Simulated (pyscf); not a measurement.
# Addition across a multiple bond or ene-type step: `[O]=[AlH]` + `[NH3]` -> `[NH2][AlH][OH]`

Gas phase, singlet surface, charge 0. Bonds broken: H3–N4. Bonds formed: Al1–N4, O2–H3. Single points on ωB97X-D3(BJ)/def2-SVP structures (PySCF, gas phase). Correlated levels are frozen-core, on RHF or UHF. ΔMP2 is the change of the MP2 total energy from the triple- to the quadruple-zeta basis.

Transition state (Å):

```xyz
7

Al     1.1685    -0.1158    -0.2047
O      2.6207     0.2934     0.4638
H      1.6499     0.3267     1.5459
N      0.4801     0.1211     1.6283
H      0.2684    -0.5302    -1.4234
H     -0.0692     0.9317     1.9143
H      0.2337    -0.6621     2.2336
```

One imaginary mode, 1084i cm⁻¹; descent along it reached the two sides named, in the forms told below.

```
bond    change  reactant side (Å)  saddle  product side
------  ------  -----------------  ------  ------------
H3–N4   breaks              1.026   1.191           3.3
Al1–N4   forms              2.060   1.972         1.773
O2–H3    forms                2.6   1.454         0.958
```

Electronic energies relative to the separated reactants (eV):

| level | barrier | reaction energy | reverse barrier |
|---|---|---|---|
| ωB97X-D3(BJ)/def2-TZVP | -1.18 | -3.49 | 2.31 |
| PBE/def2-TZVP | -1.11 | -3.02 | 1.91 |
| r²SCAN/def2-TZVP | -1.21 | -3.34 | 2.13 |
| B3LYP-D3(BJ)/def2-TZVP | -1.07 | -3.27 | 2.20 |
| PBE0-D3(BJ)/def2-TZVP | -1.23 | -3.40 | 2.17 |
| M06-2X/def2-TZVP | -1.25 | -3.60 | 2.35 |
| ωB97M-D3(BJ)/def2-TZVP | -1.10 | -3.36 | 2.27 |
| HF/def2-TZVP | -0.84 | -3.79 | 2.95 |
| MP2/def2-QZVPP | -1.02 | -3.25 | 2.23 |
| CCSD/def2-TZVPP | -1.00 | -3.43 | 2.44 |
| CCSD(T)/def2-TZVPP | -1.00 | -3.30 | 2.30 |
| CCSD(T)/def2-TZVPP + ΔMP2(QZVPP) | -1.00 | -3.32 | 2.32 |

With CCSD(T)/def2-TZVPP + ΔMP2(QZVPP) energies and thermal terms (ideal gas, 1 atm, RRHO with modes under 100 cm⁻¹ raised to 100, one conformer, R ln 2 for chiral ones without a mode under 150 cm⁻¹), in eV:

```tsv
T (K)	ΔH‡	ΔG‡	ΔH	ΔG
298	-1.06	-0.63	-3.30	-2.92
600	-1.07	-0.20	-3.26	-2.55
900	-1.05	0.23	-3.21	-2.20
1200	-1.03	0.66	-3.16	-1.87
```

On the reactant side the descent ends in an adduct with a Al–N contact, 1.42 eV under the separated species and 0.24 eV under the saddle at ωB97X-D3(BJ)/def2-TZVP. At ωB97X-D3(BJ), PBE, r²SCAN, B3LYP-D3(BJ), PBE0-D3(BJ), M06-2X, ωB97M-D3(BJ), HF, MP2, CCSD, CCSD(T), CCSD(T) the saddle lies under the separated reactants, which points to a path from their complex (located at ωB97X-D3(BJ) alone). What is counted as formed (Al–N) is already present as a longer contact in the reactant adduct; forming that adduct is a step of its own. O=AlH lies 1.90 eV over its isomer HO–Al [singlet] (electronic energy, ωB97M-D3(BJ)). This is the saddle that the search found; another between the same sides may lie lower. The CCSD(T) − MP2 part came from Ansatz, without density fitting, on the same reference. The largest closed-shell T1 diagnostic is 0.031, which may signal static correlation.
